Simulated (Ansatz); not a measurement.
A geometry relaxed with B3LYP-D3(BJ)/def2-TZVP (Ansatz, a quantum-chemistry and plane-wave program), charge 0, multiplicity 1:

```xyz
5

F     -0.8616    -0.5693    -1.1790
F      1.5152    -0.2971    -0.2693
Si     0.0000     0.0000     0.0000
F     -0.4356    -0.6821     1.3422
F     -0.2180     1.5485     0.1061
```

### Question
Write the SMILES of this molecule.

### Answer
`F[Si](F)(F)F`
